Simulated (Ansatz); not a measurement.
# AlH5OS: the cost of one run

Program: Ansatz 0.2.0, Gaussian basis. Level of theory: PBE0-D4/def2-SVP. These are calculated values, not measurements.

23 further runs of the same task are left out: 1 that didn't finish, 22 set aside as unsound or not needed.

## (1) The starting structure

The first end: 8 atoms, charge 0, spin multiplicity 1.

Atoms are counted from 1 here; the program's logs count them from 0.

Bond lengths: Al1–S2 2.246 Å, Al1–H3 1.584 Å, Al1–H4 1.591 Å, Al1–O6 2.013 Å, S2–H7 1.343 Å, H5–O6 0.973 Å, O6–H8 0.964 Å. Angles: S2–Al1–H3 116.3°, S2–Al1–H4 113.9°, S2–Al1–O6 92.5°, H3–Al1–H4 123.0°, H3–Al1–O6 104.3°, H4–Al1–O6 98.6°, Al1–S2–H7 94.3°, Al1–O6–H5 100.2°, Al1–O6–H8 115.0°, H5–O6–H8 108.0°.

Coordinates:

```
Al   -0.71566   -0.02562   -0.46894
S     0.74897    1.66188   -0.69673
H    -0.69034   -1.13407   -1.59977
H    -2.03429    0.36841    0.32969
H     1.03959   -0.18602    1.13838
O     0.32469   -0.84021    1.04935
H     1.47355    1.03934   -1.64129
H    -0.14662   -0.88382    1.88941
```

The second end:

```xyz
8
AlH5OS
Al   -0.8923   -0.4248   -0.1920
S     0.8358    1.3850   -0.7964
H    -0.9996   -0.9790   -1.6765
H    -1.9931    0.5413    0.4390
H     1.2009    1.6747    0.4641
O     0.0753   -1.3618    0.8775
H     1.8222    0.4829   -0.9392
H    -0.0494   -1.3184    1.8236
```

## (2) The band at PBE0-D4/def2-SVP

neb/in.yaml reads:

```yaml
crystal:
  periodic: [false, false, false]
  atoms:
    - {symbol: Al, position_ang: [-0.715658, -0.025619, -0.468943]}
    - {symbol: S, position_ang: [0.748971, 1.661881, -0.696730]}
    - {symbol: H, position_ang: [-0.690336, -1.134072, -1.599769]}
    - {symbol: H, position_ang: [-2.034291, 0.368412, 0.329689]}
    - {symbol: H, position_ang: [1.039590, -0.186025, 1.138381]}
    - {symbol: O, position_ang: [0.324689, -0.840206, 1.049353]}
    - {symbol: H, position_ang: [1.473550, 1.039345, -1.641295]}
    - {symbol: H, position_ang: [-0.146617, -0.883816, 1.889411]}
basis:
  gaussian: {orbitals: def2-SVP}
hamiltonian: {xc: pbe0, dispersion: d4}
neb:
  images: 5
  climbing: true
  max_iterations: 40
  initial_path: idpp
  final_atoms:
    - {symbol: Al, position_ang: [-0.892254, -0.424791, -0.191999]}
    - {symbol: S, position_ang: [0.835780, 1.385000, -0.796385]}
    - {symbol: H, position_ang: [-0.999596, -0.978992, -1.676485]}
    - {symbol: H, position_ang: [-1.993072, 0.541334, 0.438956]}
    - {symbol: H, position_ang: [1.200929, 1.674669, 0.464116]}
    - {symbol: O, position_ang: [0.075315, -1.361755, 0.877528]}
    - {symbol: H, position_ang: [1.822212, 0.482868, -0.939221]}
    - {symbol: H, position_ang: [-0.049414, -1.318432, 1.823590]}
```

The run is started by

```console
ansatz run in.yaml --threads 2 --pin off --events-out ev --progress --plain --max-ram 4352MiB
```

**Question.** How long does this run take on 2 threads of Arm Neoverse V2, shared host?

About 1.7 min.
